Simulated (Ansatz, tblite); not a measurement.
Removing an electron: [B(CN)H3]- (CH₃BN⁻). The state is a singlet with charge -1. Geometry: r2SCAN-D4/def2-TZVPD. Ansatz, gas phase; energy differences of separate SCF runs; the oxidised species was run as a doublet alone.

Cartesian coordinates in Å:
```
B 0.309 0.282 0.309
C -0.627 -0.573 -0.629
N -1.318 -1.204 -1.321
H -0.335 0.651 1.285
H 0.717 1.255 -0.314
H 1.254 -0.411 0.669
```

The xTB rows come from tblite. HOMO above LUMO, or a gap near zero within one spin, warns that the state may not be the lowest or that an electron is smeared out.

Question: Estimate orbital energies and vertical ionisation energies at: GFN1-xTB; GFN2-xTB; PBE-D4/def2-TZVPD; r2SCAN-D4/def2-TZVPD; PBE0-D4/def2-TZVPD.

Answer: 
```json
{"level": "GFN1-xTB", "−HOMO (eV)": "5.63", "vertical IE (eV)": "9.14", "−LUMO (eV)": "-0.35", "HOMO–LUMO gap (eV)": "5.98", "remarks": "–"}
{"level": "GFN2-xTB", "−HOMO (eV)": "4.56", "vertical IE (eV)": "8.08", "−LUMO (eV)": "-0.74", "HOMO–LUMO gap (eV)": "5.31", "remarks": "–"}
{"level": "PBE-D4/def2-TZVPD", "−HOMO (eV)": "1.54", "vertical IE (eV)": "4.81", "−LUMO (eV)": "-3.51", "HOMO–LUMO gap (eV)": "5.05", "remarks": "gap within one spin near zero (doublet)"}
{"level": "r2SCAN-D4/def2-TZVPD", "−HOMO (eV)": "1.81", "vertical IE (eV)": "4.89", "−LUMO (eV)": "-4.28", "HOMO–LUMO gap (eV)": "6.09", "remarks": "–"}
{"level": "PBE0-D4/def2-TZVPD", "−HOMO (eV)": "2.81", "vertical IE (eV)": "5.07", "−LUMO (eV)": "-3.84", "HOMO–LUMO gap (eV)": "6.65", "remarks": "–"}
```

Relaxing the oxidised species (r2SCAN-D4/def2-TZVPD) changes its energy by -0.75 eV at PBE-D4/def2-TZVPD, so the adiabatic ionisation energy to this nearest minimum is 4.06 eV. At PBE0-D4/def2-TZVPD it is 4.14 eV.  Run but left out: HF/def2-TZVPPD, MP2/def2-TZVPPD, CCSD/def2-TZVPPD, CCSD(T)/def2-TZVPPD (flagged by the program: other roots).  Raw xTB energy differences between charge states are shifted by several eV; the methods need an empirical correction for them.
